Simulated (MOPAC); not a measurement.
MOPAC input (AM1):

```
AM1 1SCF CHARGE=-1 GEO-OK AUX(PRECISION=9) THREADS=1
C2H6N

C     1.32387517 1   -0.33985083 1    0.00171701 1
C     0.13350059 1    0.54571857 1   -0.00149199 1
N    -1.30429584 1   -0.04547649 1   -0.00059978 1
H     1.36721107 1   -0.97230732 1    0.90415822 1
H     1.36821965 1   -0.97747849 1   -0.89702872 1
H     0.12900011 1    1.20414918 1   -0.88342468 1
H     0.12801455 1    1.20920228 1    0.87663992 1
H    -1.30375831 1   -0.68794311 1    0.79374403 1
H    -1.30287079 1   -0.69249357 1   -0.79124042 1
```

Output:

```
 *******************************************************************************
 **                                                                           **
 **                              MOPAC v23.2.5                                **
 **                                                                           **
 *******************************************************************************
 ** MOPAC's Digital Object Identifier: https://doi.org/10.5281/zenodo.6511958 **
 **                                                                           **
 ** Please cite the open-source release paper for use of this MOPAC version:  **
 ** J. E. Moussa and J. J. P. Stewart (2026)                                  **
 ** MOPAC: An open-source semiempirical molecular orbital program             **
 ** J. Open Source Softw., 11(119), 8025, https://doi.org/10.21105/joss.08025 **
 *******************************************************************************

                              AM1 CALCULATION RESULTS

 *******************************************************************************
 *  AM1        - The AM1 Hamiltonian to be used
 *  GEO-OK     - OVERRIDE INTERATOMIC DISTANCE AND OTHER SAFETY CHECKS
 *
 *
 *
 *                 CHARGE ON SYSTEM = -1
 *
 *
 *
 *  1SCF       - DO 1 SCF AND THEN STOP
 *  AUX        - OUTPUT AUXILIARY INFORMATION
 *******************************************************************************
AM1 1SCF CHARGE=-1 GEO-OK AUX(PRECISION=9) THREADS=1
 C2H6N

   ATOM   CHEMICAL          X               Y               Z
  NUMBER   SYMBOL      (ANGSTROMS)     (ANGSTROMS)     (ANGSTROMS)

     1       C          1.32387517  *  -0.33985083  *   0.00171701  *
     2       C          0.13350059  *   0.54571857  *  -0.00149199  *
     3       N         -1.30429584  *  -0.04547649  *  -0.00059978  *
     4       H          1.36721107  *  -0.97230732  *   0.90415822  *
     5       H          1.36821965  *  -0.97747849  *  -0.89702872  *
     6       H          0.12900011  *   1.20414918  *  -0.88342468  *
     7       H          0.12801455  *   1.20920228  *   0.87663992  *
     8       H         -1.30375831  *  -0.68794311  *   0.79374403  *
     9       H         -1.30287079  *  -0.69249357  *  -0.79124042  *

          CARTESIAN COORDINATES

    NO.       ATOM           X           Y           Z

     1         C          1.3239     -0.3399      0.0017
     2         C          0.1335      0.5457     -0.0015
     3         N         -1.3043     -0.0455     -0.0006
     4         H          1.3672     -0.9723      0.9042
     5         H          1.3682     -0.9775     -0.8970
     6         H          0.1290      1.2041     -0.8834
     7         H          0.1280      1.2092      0.8766
     8         H         -1.3038     -0.6879      0.7937
     9         H         -1.3029     -0.6925     -0.7912

  H: (AM1): M.J.S. DEWAR ET AL, J. AM. CHEM. SOC. 107 3902-3909 (1985)
  C: (AM1): M.J.S. DEWAR ET AL, J. AM. CHEM. SOC. 107 3902-3909 (1985)
  N: (AM1): M.J.S. DEWAR ET AL, J. AM. CHEM. SOC. 107 3902-3909 (1985)

           Empirical Formula: C2 H6 N  =     9 atoms

      MOLECULAR POINT GROUP   :   Cs

      RHF CALCULATION, NO. OF DOUBLY OCCUPIED LEVELS = 10

 -------------------------------------------------------------------------------
 AM1 1SCF CHARGE=-1 GEO-OK AUX(PRECISION=9) THREADS=1
 C2H6N

     1SCF WAS SPECIFIED, SO BFGS WAS NOT USED
     SCF FIELD WAS ACHIEVED

                              AM1 CALCULATION
                                                       MOPAC v23.2.5 Linux

          FINAL HEAT OF FORMATION =         38.48383 KCAL/MOL =     161.01635 KJ/MOL

          COSMO AREA              =         91.27 SQUARE ANGSTROMS
          COSMO VOLUME            =         73.82 CUBIC ANGSTROMS

          IONIZATION POTENTIAL    =          0.562119 EV
          HOMO LUMO ENERGIES (EV) =         -0.562  9.436
          NO. OF FILLED LEVELS    =         10
          MOLECULAR WEIGHT        =         44.0761         POINT GROUP:  Cs

          MOLECULAR DIMENSIONS (Angstroms)

            Atom       Atom       Distance
            H     8    H     5     3.17522
            H     6    H     4     3.06306
            H     7    H     9     2.89661

          SCF CALCULATIONS        =          1

   ATOM   CHEMICAL          X               Y               Z
  NUMBER   SYMBOL      (ANGSTROMS)     (ANGSTROMS)     (ANGSTROMS)

     1       C          1.32387517  *  -0.33985083  *   0.00171701  *
     2       C          0.13350059  *   0.54571857  *  -0.00149199  *
     3       N         -1.30429584  *  -0.04547649  *  -0.00059978  *
     4       H          1.36721107  *  -0.97230732  *   0.90415822  *
     5       H          1.36821965  *  -0.97747849  *  -0.89702872  *
     6       H          0.12900011  *   1.20414918  *  -0.88342468  *
     7       H          0.12801455  *   1.20920228  *   0.87663992  *
     8       H         -1.30375831  *  -0.68794311  *   0.79374403  *
     9       H         -1.30287079  *  -0.69249357  *  -0.79124042  *

                             CARTESIAN COORDINATES

   1    C        1.323875170    -0.339850830     0.001717010
   2    C        0.133500590     0.545718570    -0.001491990
   3    N       -1.304295840    -0.045476490    -0.000599780
   4    H        1.367211070    -0.972307320     0.904158220
   5    H        1.368219650    -0.977478490    -0.897028720
   6    H        0.129000110     1.204149180    -0.883424680
   7    H        0.128014550     1.209202280     0.876639920
   8    H       -1.303758310    -0.687943110     0.793744030
   9    H       -1.302870790    -0.692493570    -0.791240420

           Empirical Formula: C2 H6 N  =     9 atoms

      MOLECULAR POINT GROUP   :   Cs

                  EIGENVALUES
 -29.21927 -22.27803 -15.70564 -11.16464  -8.58064  -7.71131  -7.04534  -5.03326
  -5.02469  -0.56212   9.43563  10.03470  10.39142  10.77849  10.94063  12.23932
  12.35935  12.53443

              NET ATOMIC CHARGES AND DIPOLE CONTRIBUTIONS

  ATOM NO.   TYPE          CHARGE      No. of ELECS.   s-Pop       p-Pop
    1          C          -0.760923        4.7609     1.34675     3.41417
    2          C          -0.002770        4.0028     1.22737     2.77540
    3          N          -0.383062        5.3831     1.69714     3.68592
    4          H          -0.012641        1.0126     1.01264
    5          H          -0.012641        1.0126     1.01264
    6          H           0.016652        0.9833     0.98335
    7          H           0.016652        0.9833     0.98335
    8          H           0.069366        0.9306     0.93063
    9          H           0.069366        0.9306     0.93063
 DIPOLE           X         Y         Z       TOTAL
 POINT-CHG.    -3.495     1.269    -0.006     3.719
 HYBRID        -0.599    -1.725     0.005     1.826
 SUM           -4.095    -0.455    -0.001     4.120

          ATOMIC ORBITAL ELECTRON POPULATIONS

     Atom    s        px        py        pz
    1  C   1.34675   1.32108   1.20528   0.88782
    2  C   1.22737   0.84247   0.98591   0.94703
    3  N   1.69714   1.39425   1.25107   1.04061
    4  H   1.01264
    5  H   1.01264
    6  H   0.98335
    7  H   0.98335
    8  H   0.93063
    9  H   0.93063

 **********************
 *                    *
 * JOB ENDED NORMALLY *
 *                    *
 **********************

 == MOPAC DONE ==
```

The dipole moment of an ion depends on the origin.
